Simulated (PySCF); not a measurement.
BH6P.
Numbering: `[BH3-:1][PH3+:2]` (hydrogens: H3, H4, H5 on B1; H6, H7, H8 on P2)

Level: CAM-B3LYP/def2-SVPD in PySCF, non-relativistic, on one gas-phase PBE0-D3(BJ)/def2-SVP geometry that isn't relaxed in the solvent. The solvent is an IEF-PCM continuum (van der Waals radii × 1.2), and excitations are vertical TDDFT with non-equilibrium linear response and a frozen core. The model holds no explicit solvent molecules, cavitation or dispersion.

| run | E − E(gas) (kcal/mol) | HOMO (eV) | HOMO–LUMO gap (eV) | dipole (D) | lowest singlet (eV) | static polarisability (au) |
| --- | --- | --- | --- | --- | --- | --- |
| gas | 0.00 | -9.97 | 10.74 | 4.19 | 7.85 | 47.6 |
| P | -5.06 | -10.08 | 11.19 | 5.27 | 8.18 | 59.0 |
| Q | -2.78 | -10.02 | 11.01 | 4.78 | 8.05 | 53.5 |

Q: The runs were made in chloroform and cyclohexane. Which run belongs to which solvent?

A: P = chloroform, Q = cyclohexane. The dielectric constants are 2.017 (cyclohexane), 4.711 (chloroform), and the energy falls further as ε rises. The optical constants n² used for the excitations are 2.04, 2.09 in the same order. In this model the ground state sees the solvent through ε alone.

Q: How constant is the ratio of the lowering to (ε − 1)/(2ε + 1)?

A: 
```csv
solvent,(ε − 1)/(2ε + 1),E − E(gas) (kcal/mol),ratio (kcal/mol),polarisation term (kcal/mol)
cyclohexane,0.202,-2.78,-13.8,-3.10
chloroform,0.356,-5.06,-14.2,-6.12
```

The ratio changes by +3.0 % in size from cyclohexane to chloroform. The polarisation term is half the interaction of the solute with the induced surface charges.

The run took 5.6 s on Intel Xeon Platinum 8488C, one thread, no GPU, shared host with 192 logical CPUs at a one-minute load of 206, and the process peaked at 0.43 GiB of memory. This is the whole response run at CAM-B3LYP/def2-SVPD in chloroform, SCF included.
